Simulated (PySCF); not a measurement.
Species: H7PSi2.
Numbering: `[SiH3:1][SiH2:2][PH2:3]` (hydrogens: H4, H5, H6 on Si1; H7, H8 on Si2; H9, H10 on P3)

Geometry (PBE0-D3(BJ)/def2-SVP, Å), atoms numbered from 1 in this order:
```xyz
10
H7PSi2 angstrom
Si    -1.6709   -0.2695    0.1353
Si     0.3922    0.7899   -0.2028
P      2.0074   -0.4576    0.7961
H     -2.7825    0.5699   -0.4092
H     -1.8989   -0.4941    1.5955
H     -1.6800   -1.5932   -0.5613
H      0.3845    2.1312    0.4597
H      0.6274    0.9928   -1.6675
H      1.8599   -1.5400   -0.1252
H      3.0801    0.1372    0.0639
```

Theory: PySCF, TDDFT CAM-B3LYP/def2-SVPD, vertical, gas phase, core orbitals frozen in the response.

Frontier orbitals with the atoms that hold most of them (Löwdin shares over 4%, at most four atoms; ? is withheld):

```
orbital  ε (eV)                            atoms
 HOMO-3  -11.07  Si1 31%, H5 24%, Si2 13%, H6 9%
 HOMO-2  -10.57   Si2 27%, P3 24%, H7 20%, H9 9%
 HOMO-1   -9.51                                ?
   HOMO   -8.85   P3 64%, Si2 16%, H9 6%, H10 6%
   LUMO    0.78                                ?
 LUMO+1    0.84  P3 26%, Si2 24%, Si1 20%, H8 8%
 LUMO+2    1.09  Si1 36%, Si2 14%, P3 10%, H6 9%
```

Q: Which atoms hold the HOMO-1, and with what shares?

A: Si1 (bonded to Si and 3 H) 31%; Si2 (bonded to P, Si and 2 H) 31%; P3 (bonded to Si and 2 H) 12%; H8 (bonded to Si) 6%. By element: silicon 61%, phosphorus 12%, hydrogen 6% or more.

Q: Give the leading atoms of the LUMO.

A: Si2 (bonded to P, Si and 2 H) 26%; P3 (bonded to Si and 2 H) 19%; Si1 (bonded to Si and 3 H) 16%; H10 (bonded to P) 12%. By element: silicon 42%, phosphorus 19%, hydrogen 12% or more.

Q: How does S1 compare with the orbital gap of 9.63 eV?

A: S1 is at 6.37 eV (f = 0.030), 3.26 eV below the gap, made of HOMO→LUMO (47%), HOMO→LUMO+1 (22%), HOMO→LUMO+2 (11%). Without the coupling terms of the response equations the lowest excitation would equal the gap.

Next come S2 at 6.61 eV (f 0.023), HOMO→LUMO (38%), HOMO→LUMO+3 (22%), HOMO→LUMO+2 (19%); S3 at 6.82 eV (f 0.144), HOMO→LUMO+1 (56%), HOMO-1→LUMO+1 (11%), HOMO→LUMO (8%); S4 at 7.13 eV (f 0.143), HOMO-1→LUMO+1 (50%), HOMO-1→LUMO (24%); S5 at 7.17 eV (f 0.0056), HOMO→LUMO+4 (48%), HOMO→LUMO+3 (20%), HOMO-1→LUMO+3 (10%).

Löwdin shares depend on the basis, the more so with diffuse functions.

Hardware: Intel Xeon Platinum 8175M at 2.50 GHz, one thread, shared host with 32 logical CPUs at a one-minute load of 32. Cost: 18 s wall (with the writing of density and orbital grids), 0.59 GiB resident at most.

One conformer stands for the species.
